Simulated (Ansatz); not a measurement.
A nudged elastic band was laid between two geometries of CH6NSi (9 atoms, charge 0, multiplicity 2).

Computed with Ansatz, UHF/def2-SVP.

| Quantity | Value |
| --- | --- |
| movable images | 5 |
| climbing image | yes |
| spring | 5.0 eV/Å² |
| optimiser | quadratic models (default) |
| start path | through a guess of the saddle point |
| force threshold | 0.05 eV/Å |
| iteration limit | 60 |
| end points | relaxed |

Initial state:

```xyz
9
Properties=species:S:1:pos:R:3
C -0.684 0.817 -0.854
Si 0.845 0.186 0.060
N 0.382 -0.995 1.241
H -1.210 -0.011 -1.336
H -0.403 1.542 -1.621
H -1.380 1.310 -0.171
H 1.785 -0.485 -0.877
H 1.066 -1.628 1.610
H -0.312 -0.784 1.932
```

Final state:

```xyz
9
Properties=species:S:1:pos:R:3
C -0.664 0.791 -0.892
Si 0.854 -0.053 -0.150
N 0.439 -0.790 1.363
H -0.425 1.227 -1.864
H -1.027 1.595 -0.247
H -1.476 0.071 -1.026
H 1.352 -1.136 -1.042
H 1.025 -1.503 1.752
H 0.011 -0.250 2.091
```

(1) What changes between the two ends?

(2) What energy profile does the band end with?

(3) What is the geometry of the highest image?

(4) What are the harmonic wavenumbers there?

## Answers

(1) No bond is made or broken. The dihedral H6–C1–Si2–N3 goes from 62 to -58°. The two ends are copies of one structure, up to a mirror image or an exchange of like atoms.

(2) The run converged. The highest image is number 3 of 0 to 6, 1.4 kcal/mol above the ends, which have the same energy within 2 meV. A vibrational analysis at the climbing image gives one clearly imaginary mode, 157i cm⁻¹: a first-order saddle point.

```json
{"image": "0", "path coordinate (Å)": "0.00", "energy (kcal/mol)": "0.0", "dihedral H6–C1–Si2–N3 (°)": "62"}
{"image": "1", "path coordinate (Å)": "0.52", "energy (kcal/mol)": "0.3", "dihedral H6–C1–Si2–N3 (°)": "42"}
{"image": "2", "path coordinate (Å)": "1.03", "energy (kcal/mol)": "1.0", "dihedral H6–C1–Si2–N3 (°)": "22"}
{"image": "3", "path coordinate (Å)": "1.55", "energy (kcal/mol)": "1.4", "dihedral H6–C1–Si2–N3 (°)": "2"}
{"image": "4", "path coordinate (Å)": "2.08", "energy (kcal/mol)": "1.0", "dihedral H6–C1–Si2–N3 (°)": "-18"}
{"image": "5", "path coordinate (Å)": "2.61", "energy (kcal/mol)": "0.3", "dihedral H6–C1–Si2–N3 (°)": "-38"}
{"image": "6", "path coordinate (Å)": "3.14", "energy (kcal/mol)": "0.0", "dihedral H6–C1–Si2–N3 (°)": "-58"}
```

(3) 
```xyz
9
Properties=species:S:1:pos:R:3:forces:R:3
C -0.666 0.810 -0.886 -0.01 0.01 0.01
Si 0.867 0.027 -0.083 0.00 0.00 0.00
N 0.405 -0.861 1.332 -0.01 0.01 -0.01
H -0.822 0.397 -1.886 0.00 0.00 0.00
H -0.578 1.893 -0.982 0.00 -0.01 0.00
H -1.557 0.590 -0.292 0.01 0.00 -0.01
H 1.530 -0.942 -0.998 0.00 0.00 0.00
H 1.027 -1.546 1.717 0.01 -0.01 0.01
H -0.119 -0.415 2.061 0.00 0.00 0.01
```

(4) 157i, 163, 296, 453, 645, 699, 723, 829, 897, 919, 956, 1386, 1553, 1561, 1689, 2275, 3170, 3261, 3267, 3787, 3882 cm⁻¹.

Run time: 2.3 min on 1 thread of Intel(R) Xeon(R) Processor @ 2.50GHz (Skylake/Cascade Lake), with other jobs on the host, peak memory 0.17 GiB.
